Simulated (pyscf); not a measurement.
Four-centre exchange: `[AlH2][Cl]` + `[NH3]` -> `[AlH2][Cl]` + `[NH3]`

Gas phase, singlet surface, charge 0. Bonds broken: Al2–H3, N5–H6. Bonds formed: Al2–H6, H3–N5. PySCF, gas phase, ωB97X-D3(BJ)/def2-SVP geometries. MP2 and CC: frozen core, UHF for open shells. ΔMP2 is the change of the MP2 total energy from the triple- to the quadruple-zeta basis.

Transition state (Å):

```xyz
8

Cl    -0.3830    -0.4072     2.1471
Al    -1.3651    -0.0067     0.3508
H     -0.6362    -1.5561    -1.1745
H     -2.8927     0.2823     0.2058
N     -0.2780    -0.0141    -1.1022
H     -0.0871     1.5383    -0.7952
H      0.7228    -0.1947    -1.0447
H     -0.5861     0.1615    -2.0566
```

One imaginary mode, 1479i cm⁻¹; descent along it reached the two sides named, in the forms told below.

| bond | change | reactant side (Å) | saddle | product side |
|---|---|---|---|---|
| Al2–H3 | breaks | 1.592 | 2.293 | 2.593 |
| N5–H6 | breaks | 1.023 | 1.594 | 2.8 |
| Al2–H6 | forms | 2.593 | 2.309 | 1.592 |
| H3–N5 | forms | 2.8 | 1.585 | 1.023 |

Electronic energies relative to the separated reactants (kJ/mol):

```json
[
 {"level": "ωB97X-D3(BJ)/def2-TZVP", "barrier": "347.6", "reaction energy": "0.0", "reverse barrier": "347.6"},
 {"level": "PBE/def2-TZVP", "barrier": "282.6", "reaction energy": "0.0", "reverse barrier": "282.6"},
 {"level": "r²SCAN/def2-TZVP", "barrier": "294.6", "reaction energy": "0.0", "reverse barrier": "294.6"},
 {"level": "B3LYP-D3(BJ)/def2-TZVP", "barrier": "309.4", "reaction energy": "0.0", "reverse barrier": "309.4"},
 {"level": "PBE0-D3(BJ)/def2-TZVP", "barrier": "313.5", "reaction energy": "0.0", "reverse barrier": "313.5"},
 {"level": "M06-2X/def2-TZVP", "barrier": "330.5", "reaction energy": "0.0", "reverse barrier": "330.5"},
 {"level": "ωB97M-D3(BJ)/def2-TZVP", "barrier": "337.0", "reaction energy": "0.0", "reverse barrier": "337.0"},
 {"level": "HF/def2-TZVP", "barrier": "443.1", "reaction energy": "0.0", "reverse barrier": "443.1"},
 {"level": "MP2/def2-QZVPP", "barrier": "340.4", "reaction energy": "0.0", "reverse barrier": "340.4"},
 {"level": "CCSD/def2-TZVPP", "barrier": "349.3", "reaction energy": "0.0", "reverse barrier": "349.3"},
 {"level": "CCSD(T)/def2-TZVPP", "barrier": "324.6", "reaction energy": "0.0", "reverse barrier": "324.6"},
 {"level": "CCSD(T)/def2-TZVPP + ΔMP2(QZVPP)", "barrier": "322.5", "reaction energy": "0.0", "reverse barrier": "322.5"}
]
```

With CCSD(T)/def2-TZVPP + ΔMP2(QZVPP) energies and thermal terms (ideal gas, 1 atm, RRHO with modes under 100 cm⁻¹ raised to 100, one conformer, R ln 2 for rigid chiral ones), in kJ/mol:

```
T (K)    ΔH‡    ΔG‡   ΔH   ΔG
-----  -----  -----  ---  ---
298    306.4  349.3  0.0  0.0
600    309.3  392.0  0.0  0.0
900    314.2  432.3  0.0  0.0
1200   319.0  470.9  0.0  0.0
```

On the reactant side the descent ends in an adduct with a Al–N contact, 145.7 kJ/mol under the separated species and 493.3 kJ/mol under the saddle at ωB97X-D3(BJ)/def2-TZVP. On the product side the descent ends in an adduct with a Al–N contact, 145.7 kJ/mol under the separated species and 493.3 kJ/mol under the saddle at ωB97X-D3(BJ)/def2-TZVP. The same reactants have a lower exit, to H₂N–AlH–Cl + H₂ (barrier +5.5 kJ/mol at ωB97M-D3(BJ), against +337.0 kJ/mol here). One saddle was located; it need not be the lowest between these sides. A restricted solution here is unstable towards spin polarisation, so biradical character is likely and single-reference numbers are less safe. The CCSD(T) − MP2 part came from Ansatz, without density fitting, on the same reference.
